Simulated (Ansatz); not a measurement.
# AlFH2S (SMILES [F][AlH][SH]): one structure at several levels

One table from this session's results is given with a row withheld; the runs are named, their logs left out.

The runs use Ansatz 0.2.0, Gaussian basis; single points in def2-TZVPP.

Correlated methods freeze the cores.

## Where the work starts

SMILES `[F][AlH][SH]`, 5 atoms, charge 0, spin multiplicity 1.

Atoms are counted from 1 here; the program's logs count them from 0.

Bond lengths: F1–Al2 1.707 Å, Al2–S3 2.248 Å, Al2–H4 1.551 Å, S3–H5 1.396 Å. Angles: F1–Al2–S3 127.1°, F1–Al2–H4 105.8°, S3–Al2–H4 127.1°, Al2–S3–H5 92.7°.

As a file:

```xyz
5
charge 0, multiplicity 1
F    -1.3002   -1.1036    1.1600
Al   -0.4903   -0.3442   -0.1368
S     1.6964    0.1608   -0.2583
H    -1.5734   -0.0792   -1.2152
H     1.5497    1.2884    0.5510
```

Set-up of the first run:

File run/in.yaml:

```yaml
crystal:
  periodic: [false, false, false]
  atoms:
    - {symbol: F, position_ang: [-1.300200, -1.103600, 1.160000]}
    - {symbol: Al, position_ang: [-0.490300, -0.344200, -0.136800]}
    - {symbol: S, position_ang: [1.696400, 0.160800, -0.258300]}
    - {symbol: H, position_ang: [-1.573400, -0.079200, -1.215200]}
    - {symbol: H, position_ang: [1.549700, 1.288400, 0.551000]}
basis:
  gaussian: {orbitals: def2-TZVPP}
correlation: {method: ccsd_t}
output: {forces: true}
```

The command line of these runs was not kept.

Steps of the session up to this table: CCSD(T)/def2-TZVPP; PBE0-D4/def2-TZVPP; wB97M-V/def2-TZVPP; r2SCAN-D4/def2-TZVPP; PBE-D4/def2-TZVPP; SPW92/def2-TZVPP; LC-wPBE/def2-TZVPP.

One of the session's tables, all rows but one given; the rest of the session is left out.

| method | RMS force component (eV/Å) | angle to CCSD(T) forces (°) | dipole (D) |
| --- | --- | --- | --- |
| CCSD(T) | 0.696 | reference | 1.41 |
| PBE0-D4 | 0.694 | 3.9 | 1.46 |
| wB97M-V | 0.673 | 4.9 | 1.42 |
| r2SCAN-D4 | 0.673 | 3.3 | 1.39 |
| PBE-D4 | 0.513 | 10.0 | 1.39 |
| SPW92 | ? | ? | ? |
| LC-wPBE | 0.731 | 9.8 | 1.40 |

**Question.** Estimate the row for SPW92.

**Answer.** RMS force component (eV/Å): 0.645; angle to CCSD(T) forces (°): 14.5; dipole (D): 1.46. In the column «RMS force component (eV/Å)» it lies between PBE-D4 (0.513) and wB97M-V (0.673).
